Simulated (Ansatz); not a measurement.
# How far each method lies from UCCSDT(Q) for F–Ge–PH, quartet

Geometry: a PBE0/def2-TZVP stationary point for this spin, not checked as a minimum. The doublet lies 1.5 eV lower here.

```yaml
atoms:
  - { symbol: F, position_ang: [0.0227, 1.0801, 1.4120] }
  - { symbol: Ge, position_ang: [0.0114, -0.3995, 0.4567] }
  - { symbol: P, position_ang: [-0.0836, 0.2677, -1.8673] }
  - { symbol: H, position_ang: [1.3157, 0.2082, -2.1496] }
```

Basis cc-pVDZ; Ansatz 0.2.0. Correlated methods freeze the noble-gas cores and the filled d shells of p-block atoms, which leaves 17 electrons in 44 orbitals. Prefix R: restricted or restricted open-shell reference; prefix U: unrestricted. No spin–orbit coupling is included, and no scalar relativity.

Full CI isn't at hand for all of this; UCCSDT(Q) serves as the reference, and is uncertain by the last step of the cluster series or more. The frozen core follows each run's orbitals, which can shift R against U totals by a few meV for light atoms and by up to 0.1 eV past Ca.

The UHF ⟨S²⟩ is 3.799. The T1 diagnostic (RCCSD) is 0.0291. The largest doubles amplitude (RCCSD) is 0.067 and the T1 diagnostic (UCCSD) is 0.0217.

```tsv
level	E − E(UCCSDT(Q)) (kJ/mol)	wall time
UHF	1008.6	–
UMP2	115.5	–
UCCSD	30.7	–
UCCSD(T)	6.2	6 s
UCCSDT	2.5	–
```

Run but not shown, since their state, orbitals or frozen core can't be matched to the reference's or they repeat it: RHF, RMP2, RCCSD, RCCSD(T), BCCD(T), RCCSDT, RCCSDT(Q).

Times hold each run's SCF and search for its determinant on a shared host, so for small cases they say little of a method's own cost; they ran on 1 thread of AMD EPYC 7R13.
